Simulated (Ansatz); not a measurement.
## Rb (model structure, started from the omega type, P6/mmm, No. 191, 3 atoms in the cell)

Calculation: PBEsol (Ansatz, a first-principles code, PAW).

Settings: plane-wave cutoff 500 eV, 12×12×16 k mesh (along the axes of the cell as run), Fermi–Dirac smearing 0.1 eV, scalar-relativistic PAW data made under PBE.

Cell (relaxed at this level):

```yaml
crystal:
  lattice:
    - [7.96187, 0.00000, 0.00000]
    - [-3.98094, 6.89518, 0.00000]
    - [0.00000, 0.00000, 4.76557]
  atoms:
    - { symbol: Rb, position: [0.00000, 0.00000, 0.00000] }
    - { symbol: Rb, position: [0.33333, 0.66667, 0.50000] }
    - { symbol: Rb, position: [0.66667, 0.33333, 0.50000] }
```

- band gap = zero (no gap)

Note: the relaxation could raise the start's symmetry but not lower it, so the cell can be a saddle point.

Spin–orbit coupling is not included.

A model structure was made by putting elements into a prototype or built by hand; it is no filed structure, need not be a known phase, and can be a saddle point held by its symmetry.
